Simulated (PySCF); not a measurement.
**Spin states of AlCl**

Unrestricted PBE0; basis Al 6-311G(d,p), Cl 6-311G(d,p); no relativity; PySCF 2.14. Outer shells of the fragments: Al 3s2 3p1; Cl 3s2 3p5.

Followed along the bond (rough minima from three points):

```tsv
2Ms+1	unpaired	⟨S²⟩ at the start	R at minimum (Å)	Te (eV)
1	none	0.00	2.16	0.00
3	σ ↑, π ↑	2.00	2.13	2.81
```

Solutions found at the starting distance of 2.165 Å, counted from the lowest of them; the search is not exhaustive and high or unbound solutions are not listed, so other states can lie among these:

```tsv
2Ms+1	unpaired	term	E (eV)	⟨S²⟩	⟨Lz²⟩	μ (D)
1	none	¹Σ⁺	0.00	0.00	0.00	-2.04
3	σ ↑, π ↑	³Π	2.82	2.00	1.00	-2.47
1	σ ↑, π ↓	mixed	3.54	1.01	1.00	-1.95
3	σ ↑↑	³Σ⁺	5.36	2.00	0.00	-2.66
3	π ↑↑	mixed	6.31	2.01	2.01	4.08
3	π ↑↑	mixed	6.47	2.01	2.01	4.11
3	σ ↑, π ↑	³Π	8.23	2.00	1.01	3.55
```

A term symbol is given only where ⟨S²⟩ and ⟨Lz²⟩ are close to those of a pure state; real π, δ and φ orbitals otherwise mix terms. A positive dipole means Al(−)Cl(+).

The measured ground state is X ¹Σ+ (Huber and Herzberg, Constants of Diatomic Molecules (1979)).

Counting both spins, an empty level lies below a filled one in some of these solutions, because spin and occupation are held.
